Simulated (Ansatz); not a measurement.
Born–Oppenheimer molecular dynamics of BFH2O (5 atoms, charge 0, multiplicity 1). It goes on from the last frame of an earlier run, with new velocities.

The calculation used RKS CAM-B3LYP/cc-pVDZ in Ansatz.

```json
{
  "ensemble": "NVE (velocity Verlet)",
  "time step": "0.5 fs",
  "steps asked": "166",
  "starting velocities drawn for": "700 K",
  "seed": "442246"
}
```

First frame:

```xyz
5
Properties=species:S:1:pos:R:3
B -0.004 -0.079 -0.063
H -0.071 -0.151 1.137
F 1.168 0.224 -0.633
O -1.086 -0.331 -0.827
H -1.808 -0.520 -0.231
```

Q: What does the run give?

A: All steps were run.

```json
{
 "steps done": "166",
 "time covered": "83 fs",
 "mean temperature over the second half": "396 K",
 "spread of the potential energy over the second half": "10.6 meV per atom",
 "mean potential energy of the second half above the start": "23.9 meV per atom"
}
```

The conserved energy stayed within 0.67 meV per atom of its start (net change 0.26 meV per atom), so the integration is sound. Over the second half the temperature averaged 0.57 of the 700 K drawn at the start: a run that starts near a minimum puts about half its kinetic energy into the potential. A run of 0.083 ps of so small a system gives no equilibrium averages.

Q: What happens to the structure?

A: The same pairs are bonded in the first frame and the last. Pairs count as bonded within 1.25 times the sum of covalent radii (0.12 Å more for H–H). The details hang on the random start.

Q: How do temperature and energy run in time?

A: 
```json
{"time (fs)": "0", "T (K)": "700", "potential energy less start (eV)": "0.000", "conserved less start (meV/atom)": "0.00"}
{"time (fs)": "4", "T (K)": "307", "potential energy less start (eV)": "0.154", "conserved less start (meV/atom)": "0.30"}
{"time (fs)": "8", "T (K)": "149", "potential energy less start (eV)": "0.216", "conserved less start (meV/atom)": "0.49"}
{"time (fs)": "12", "T (K)": "539", "potential energy less start (eV)": "0.064", "conserved less start (meV/atom)": "0.20"}
{"time (fs)": "16", "T (K)": "235", "potential energy less start (eV)": "0.184", "conserved less start (meV/atom)": "0.61"}
{"time (fs)": "20", "T (K)": "350", "potential energy less start (eV)": "0.138", "conserved less start (meV/atom)": "0.38"}
{"time (fs)": "24", "T (K)": "458", "potential energy less start (eV)": "0.096", "conserved less start (meV/atom)": "0.34"}
{"time (fs)": "28", "T (K)": "329", "potential energy less start (eV)": "0.147", "conserved less start (meV/atom)": "0.59"}
{"time (fs)": "32", "T (K)": "552", "potential energy less start (eV)": "0.058", "conserved less start (meV/atom)": "0.21"}
{"time (fs)": "36", "T (K)": "240", "potential energy less start (eV)": "0.181", "conserved less start (meV/atom)": "0.41"}
{"time (fs)": "40", "T (K)": "226", "potential energy less start (eV)": "0.186", "conserved less start (meV/atom)": "0.40"}
{"time (fs)": "44", "T (K)": "606", "potential energy less start (eV)": "0.037", "conserved less start (meV/atom)": "0.07"}
{"time (fs)": "48", "T (K)": "256", "potential energy less start (eV)": "0.175", "conserved less start (meV/atom)": "0.44"}
{"time (fs)": "52", "T (K)": "423", "potential energy less start (eV)": "0.108", "conserved less start (meV/atom)": "0.18"}
{"time (fs)": "56", "T (K)": "647", "potential energy less start (eV)": "0.021", "conserved less start (meV/atom)": "0.06"}
{"time (fs)": "60", "T (K)": "298", "potential energy less start (eV)": "0.158", "conserved less start (meV/atom)": "0.48"}
{"time (fs)": "64", "T (K)": "531", "potential energy less start (eV)": "0.066", "conserved less start (meV/atom)": "0.10"}
{"time (fs)": "68", "T (K)": "391", "potential energy less start (eV)": "0.121", "conserved less start (meV/atom)": "0.21"}
{"time (fs)": "72", "T (K)": "170", "potential energy less start (eV)": "0.208", "conserved less start (meV/atom)": "0.50"}
{"time (fs)": "76", "T (K)": "548", "potential energy less start (eV)": "0.060", "conserved less start (meV/atom)": "0.17"}
{"time (fs)": "80", "T (K)": "295", "potential energy less start (eV)": "0.160", "conserved less start (meV/atom)": "0.46"}
```

The run took 3 min on 1 thread of Arm Neoverse V1 (shared host), peak memory 0.093 GiB.
